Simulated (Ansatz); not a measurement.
# PH2+ (singlet): from Hartree-Fock to the top rungs at scale of all distances = 0.886, cc-pVDZ

How much of the correlation energy of PH2+ (singlet) does each wave-function method recover here?

Computed with Ansatz 0.2.0, Gaussian basis. Level: cc-pVDZ, core rule «outside noble gas», up to 5 orbitals frozen.

The runs, in order: UHF; CCSD(T) on RHF; CCSD(T) on UHF; BCCD(T) on RHF; CISD; CCSDT(Q) on RHF; CCSDT(Q) on UHF; CISDTQ; CCSDTQ on RHF; CASSCF and MRCISD+Q, 2 electrons in 2 orbitals; CASSCF and NEVPT2, 2 electrons in 2 orbitals; CASSCF and MRCISD+Q, 6 electrons in 6 orbitals; CASSCF and NEVPT4(SD), 6 electrons in 6 orbitals; CASSCF and NEVPT2, 6 electrons in 6 orbitals; Full CI.

17 further runs of the same task are left out: 12 that didn't finish, 5 set aside as unsound or not needed.

### Step 1. The system

The geometry derives from a PBE0/def2-TZVP stationary point (not a proven minimum). All distances are scaled together.

3 atoms, charge 1, spin multiplicity 1.

Atoms are counted from 1 here; the program's logs count them from 0.

Bond lengths: P1–H2 1.266 Å, P1–H3 1.266 Å. Angles: H2–P1–H3 91.7°.

### Step 2. UHF

in.yaml reads:

```yaml
crystal:
  periodic: [false, false, false]
  atoms:
    - {symbol: P, position_ang: [0.000000, -0.053891, 0.000000]}
    - {symbol: H, position_ang: [0.000000, 0.828029, -0.908643]}
    - {symbol: H, position_ang: [0.000000, 0.828027, 0.908644]}
basis:
  gaussian: {orbitals: cc-pVDZ}
total_charge: 1
magnetization: {spin_polarized: true, initial_magnetization: 0}
hamiltonian: {xc: hf}
output: {orbitals: {seedname: orbitals}}
```

Command:

```
ansatz run in.yaml --threads 1 --pin off --events-out ev --progress --plain --max-ram 2393MiB
```

Further steps of the session: CCSD(T) on RHF; CCSD(T) on UHF; BCCD(T) on RHF; CISD; CCSDT(Q) on RHF; CCSDT(Q) on UHF; CISDTQ; CCSDTQ on RHF; CASSCF and MRCISD+Q, 2 electrons in 2 orbitals; CASSCF and NEVPT2, 2 electrons in 2 orbitals; CASSCF and MRCISD+Q, 6 electrons in 6 orbitals; CASSCF and NEVPT4(SD), 6 electrons in 6 orbitals; CASSCF and NEVPT2, 6 electrons in 6 orbitals; Full CI.

Q: Predict the results of all the runs planned. Wanted: FCI below the RHF energy; RMP2 from FCI; RCCSD from FCI; RCCSD(T) from FCI; RCCSDT(Q) from FCI; NEVPT2 pair from FCI; MRCISD+Q pair from FCI; NEVPT2 valence from FCI; T1 diagnostic.

As calculated:

| quantity | value |
| --- | --- |
| FCI below the RHF energy | -3.4287 eV |
| RMP2 from FCI | +19.53 kcal/mol |
| RCCSD from FCI | +1.78 kcal/mol |
| RCCSD(T) from FCI | +0.41 kcal/mol |
| RCCSDT(Q) from FCI | +0.02 kcal/mol |
| NEVPT2 pair from FCI | +16.93 kcal/mol |
| MRCISD+Q pair from FCI | -0.35 kcal/mol |
| NEVPT2 valence from FCI | +13.81 kcal/mol |
| levels within 1 kcal/mol (43 meV) | RCCSD(T), BCCD(T), RCCSDT, CISDTQ, RCCSDT(Q), RCCSDTQ, MRCISD+Q pair, MRCISD+Q valence |
| T1 diagnostic | 0.011 |
| effectively unpaired electrons | 0.07 |

**Reading.** RCCSD(T) lands +0.41 kcal/mol from the yardstick (0.5 % of the correlation energy). MRCISD+Q pair falls below full CI: the +Q correction isn't variational, and the cores differ from full CI's. One determinant dominates. Of the multireference levels listed MRCISD+Q valence comes nearest in total energy (0.00 kcal/mol), which doesn't show that its space is the better one. These misses are within one basis, not against nature.
